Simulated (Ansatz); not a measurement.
## What a trial cell of Zn2O relaxes into

The calculation used Ansatz, DFT PBE, scalar-relativistic, plane waves, PAW. Cutoff 420 eV, Γ-centred k mesh, Gaussian smearing, no spin polarisation in the final step.

The start puts Zn2O on the anti-anatase structure type (I4_1/amd, No. 141), with O in place of Ti, Zn in place of O, at a guessed volume.

```
Zn O
1.0
    -1.95028    1.95028    4.90225
     1.95028   -1.95028    4.90225
     1.95028    1.95028   -4.90225
Zn O
4 2
Cartesian
  0.0000 0.0000 2.0256
  0.0000 1.9503 4.4767
  0.0000 1.9503 0.4255
  0.0000 0.0000 7.7789
  0.0000 0.0000 0.0000
  0.0000 1.9503 2.4511
```

Cell and atoms relax at zero pressure; the relaxation can't lower the symmetry of the start. After a coarse first stage the cell is made exact in the group found at 0.06 Å.

Energies over the elements count from the elements' standard structures at the same level (O₂ as a molecule), with no empirical corrections.

Problem. Describe the relaxed structure.

Solution. It keeps I4_1/amd (No. 141), but not the shape of the type it started on. Conventional cell: a = 4.983 Å, c = 6.333 Å. Zn has 1 O at 1.91 Å; O has 2 Zn at 1.91 Å.

```
Zn O
1.0
    -2.49140    2.49140    3.16672
     2.49140   -2.49140    3.16672
     2.49140    2.49140   -3.16672
Zn O
4 2
Direct
  0.30092 0.30092 0.00000
  0.05092 0.55092 0.50000
  0.44908 0.94908 0.50000
  0.69908 0.69908 0.00000
  0.00000 0.00000 0.00000
  0.75000 0.25000 0.50000
```

Problem. What are its volume, energy, density and gap?

Solution. The volume per atom is 13.10 Å³. The density is 6.20 g/cm³ and the energy over the elements is -0.61 eV/atom. The gap on the 10×10×10 mesh is 0 eV (a metal).

The final run used a 10×10×10 mesh on its 6-atom cell and 0.10 eV smearing. For metals, differences of a few meV/atom aren't resolved. A structure relaxed within its symmetry needn't be a true minimum.

Cost: 3 runs of about 3.3 core-minutes in all, on Intel Xeon Platinum 8375C (Ice Lake) (shared hosts).